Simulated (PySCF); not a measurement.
# OH: changing the method

Starting from one script, swap the method and compare what comes out for OH.

Method: method and basis as typed in the scripts; program: PySCF 2.14.0.

4 further runs of the same task are left out: 4 that didn't finish.

### Step 1. The system as given

OH: 2 atoms, charge 0, spin multiplicity 2.

Bond lengths: H1–O2 0.920 Å.

### Step 2. Base script

Contents of input.py:

```python
from pyscf import gto, scf, mcscf

mol = gto.M(
    atom='H 0 0 0; O 0 0 0.92',
    basis='x2c-svpall',
    charge=0,
    spin=1,
    verbose=4,
)
mf = scf.ROHF(mol)
mf = mf.sfx2c1e()
mf.kernel()
mc = mcscf.CASSCF(mf, 6, 7)
mc.kernel()
mc.analyze()
mf.dip_moment()
print('orbital energies (hartree):', mf.mo_energy[..., max(0, mol.nelec[1]-3):mol.nelec[0]+3].round(4))
```

Command:

```
> OMP_NUM_THREADS=1 python input.py
```

### Step 3. Polarisability (UHF)

Edit 1 changes step after the SCF: casscf → polarizability; SCF type: ROHF → UHF.

Contents of input.py:

```python
from pyscf import gto, scf
from pyscf.prop.polarizability import uhf as pol

mol = gto.M(
    atom='H 0 0 0; O 0 0 0.92',
    basis='x2c-svpall',
    charge=0,
    spin=1,
    verbose=4,
)
mf = scf.UHF(mol)
mf = mf.sfx2c1e()
mf.kernel()
print('polarizability (a.u.)')
print(pol.Polarizability(mf).polarizability().round(4))
mf.dip_moment()
print('orbital energies (hartree):', [e[max(0, n-3):n+3].round(4) for e, n in zip(mf.mo_energy, mol.nelec)])
```

### Step 4. CCSD(T)

Edit 2 changes step after the SCF: casscf → ccsd(t); frozen orbitals: none → 1.

input.py: that of step 2 with these lines changed.

```diff
@@ -1,2 +1,2 @@
-from pyscf import gto, scf, mcscf
+from pyscf import gto, scf, cc
 
@@ -12,5 +12,5 @@
 mf.kernel()
-mc = mcscf.CASSCF(mf, 6, 7)
-mc.kernel()
-mc.analyze()
+mycc = cc.CCSD(mf, frozen=1)
+mycc.kernel()
+mycc.ccsd_t()
 mf.dip_moment()
```

### Step 5. Gradient

Edit 3 changes step after the SCF: casscf → gradient.

input.py: that of step 2 with these lines changed.

```diff
@@ -1,2 +1,2 @@
-from pyscf import gto, scf, mcscf
+from pyscf import gto, scf
 
@@ -12,5 +12,3 @@
 mf.kernel()
-mc = mcscf.CASSCF(mf, 6, 7)
-mc.kernel()
-mc.analyze()
+mf.nuc_grad_method().kernel()
 mf.dip_moment()
```

Before running it: what results should come out? Wanted: for each run, E(SCF); from base; gap, α spin; SCF dipole; after the SCF.

As calculated:

```tsv
run	E(SCF) (hartree)	from base (eV)	cycles	gap, α spin (eV)	SCF dipole (D)	after the SCF
base	-75.371346	0	8	n/a	1.81	CASSCF correlation -1.000 eV
polarisability (UHF)	-75.375182	-0.1044	10	20.13	1.81	n/a
CCSD(T)	-75.371346	0.0000	8	n/a	1.81	CCSD(T) correlation -4.544 eV, core frozen
gradient	-75.371346	0.0000	8	n/a	1.81	n/a
```

What this shows: Total energies from different bases, Hamiltonians or methods carry different errors, so properties are taken as differences within one set-up.
